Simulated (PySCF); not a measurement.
Species: C4H5ClN (charge -1).
Z-matrix (Å and degrees, PBE0-D3(BJ)/def2-SVP geometry), rows numbered from 1:
```
C 
C   1  1.5334
C   2  1.4971  1  116.38
Cl  3  1.8181  2  112.09  1    61.61
C   3  1.3891  2  120.69  1   -76.58
N   5  1.1815  3  175.92  2   -89.52
H   1  1.1017  2  109.48  3   -56.18
H   1  1.1065  2  112.75  3  -176.75
H   1  1.1022  2  110.40  3    61.83
H   2  1.1061  1  109.12  3  -121.14
H   2  1.1097  1  108.28  3   124.61
```

Computed at PBE0/pcSseg-1 (PySCF, non-relativistic), with Q(35Cl) = −0.0817 b, Q(14N) = 0.02044 b: Cl4, 35Cl (I = 3/2): χzz = -65.92 MHz, η = 0.070; N6, 14N (I = 1): χzz = 4.008 MHz, η = 0.472.

Question: Where would the pure quadrupole (NQR) lines of 35Cl at Cl4 fall for the rigid, isolated species?

Answer: From ν = (|χ|/2)√(1 + η²/3): ν = 32.99 MHz (chlorine bonded to C). For 37Cl the ratio of quadrupole moments, 0.7881, gives 26.00 MHz.

Question: Where would the pure quadrupole (NQR) lines of 14N at N6 fall for the rigid, isolated species?

Answer: From ν± = (3/4)|χ|(1 ± η/3) and ν0 = |χ|η/2: ν+ 3.480 MHz, ν− 2.533 MHz, ν0 0.947 MHz (nitrogen bonded to C).

Question: Apply the simplest Townes–Dailey estimate (no s hybridisation, no π bonding), ionic character = 1 − χzz/χ0, where χ0 is the coupling for one missing p electron along the bond: −109.74 MHz for 35Cl.

Answer: Cl4 on C3: 1 − (-65.92)/(-109.74) = 0.40. In this model a purely covalent bond gives χ0 and a free halide ion gives zero; s hybridisation or π bonding, where present, is counted here as ionic character.

In a crystal, neighbours and librations shift these lines. The pcSseg-1 basis has no diffuse functions, a weakness for an anion. The HOMO energy is positive at this level (+0.16 eV), so the outermost electrons may be held by the finite basis alone. The basis is small and wasn't made for field gradients, so the couplings can be 20 % off.

One conformer stands for the species.
